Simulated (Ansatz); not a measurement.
# MgH+ (triplet): from Hartree-Fock to the top rungs, def2-QZVPP

The task here is to estimate one member of a computed series from the others.

The runs use Ansatz 0.2.0, Gaussian basis; def2-QZVPP, core rule «outside noble gas», up to 5 orbitals frozen.

The runs, in order: UHF; ROHF; CCSD(T) on UHF.

2 further runs of the same task are left out: 2 set aside as unsound or not needed.

## The geometry

The geometry is a PBE0/def2-TZVP stationary point (not a proven minimum) of the parent state, kept for this charge and spin.

2 atoms, charge 1, spin multiplicity 3.

Atoms are counted from 1 here; the program's logs count them from 0.

Bond lengths: Mg1–H2 1.661 Å.

The first run:

Input file in.yaml:

```yaml
crystal:
  periodic: [false, false, false]
  atoms:
    - {symbol: Mg, position_ang: [0.000000, 0.000000, 0.000000]}
    - {symbol: H, position_ang: [0.000000, 0.000000, 1.660800]}
basis:
  gaussian: {orbitals: "def2-QZVPP.json"}
total_charge: 1
magnetization: {spin_polarized: true, initial_magnetization: 2}
hamiltonian: {xc: hf}
output: {orbitals: {seedname: orbitals}}
```

The run is started by

```
$ ansatz run in.yaml --threads 1 --pin off --events-out ev --progress --plain --max-ram 2393MiB
```

Steps of the session up to this table: UHF; ROHF; CCSD(T) on UHF.

One of the session's tables, all rows but one given; the rest of the session is left out.

```
  method  from UCCSD(T) (kcal/mol)
    ROHF                     +1.07
     UHF                     +1.01
    UMP2                         ?
   UCCSD                      0.00
UCCSD(T)                         0
```

**Question.** Estimate the row for UMP2.

**Answer.** from UCCSD(T) (kcal/mol): +0.36. In the column «from UCCSD(T) (kcal/mol)» it lies between UCCSD(T) (0) and UHF (+1.01).
